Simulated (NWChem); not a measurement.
# BF$_{3}$; SMILES FB(F)F

All runs: NWChem. Pople sets run with spherical d functions. All runs use the structure optimised with PBE-D3(BJ)/def2-SVP. Core excitations by TDA in a window of 1s orbitals, non-relativistic and unshifted: absolute energies depend strongly on the exact-exchange share.

For level B K edge, PBE/def2-TZVP:

```yaml
first 1s excitation (eV): 181.0
dipole_oscillator_strength_of_the_first: 0.0007
first state with f > 0.002 (eV): 181.2
dipole_oscillator_strength_of_that_state: 0.0527
```

**Question.** What are these values for level B K edge, PBE0/6-311G**?

**Answer.** first 1s excitation (eV): 186.4
dipole oscillator strength of the first: 0.0865
first state with f > 0.002 (eV): 186.4
dipole oscillator strength of that state: 0.0865
